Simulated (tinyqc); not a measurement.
Hueckel theory of the pi electrons with the omega technique, for the molecule C=C (SMILES; centres numbered as the heavy atoms are written), step by step. One step of it, computed by the program tinyqc.

Question. Energy, charges, bond orders. E = sum n x; q_r = z_r - P_rr; bond order p = P_rs; free valence = sqrt(3) - sum of p over the bonds of the atom.

x values: 1.000000  -1.000000

occupations: 2.000000  0.000000

charge and bond-order matrix P:
```
,1C,2C
1C,1.000000,1.000000
2C,1.000000,1.000000
```

Centres:
```
centre,"z_r, pi electrons of the neutral centre",h
1C,1,0.000000
2C,1,0.000000
```

Bonds:
```
i,j,k
1,2,1
```

Give: pi energy = 2 alpha + this times beta; pi charges; Bond orders and lengths from R = 1.517 - 0.180 p; free valence of the carbons; gap between the highest filled and the next level.

Answer.

pi energy = 2 alpha + this times beta = 2.000

pi charges: 1C 0.000, 2C 0.000

Bond orders and lengths from R = 1.517 - 0.180 p (angstrom, C-C alone):
```
bond,p,R
1-2,1.000,1.337
```

free valence of the carbons: 1C 0.732, 2C 0.732

gap between the highest filled and the next level = 2.000 |beta|
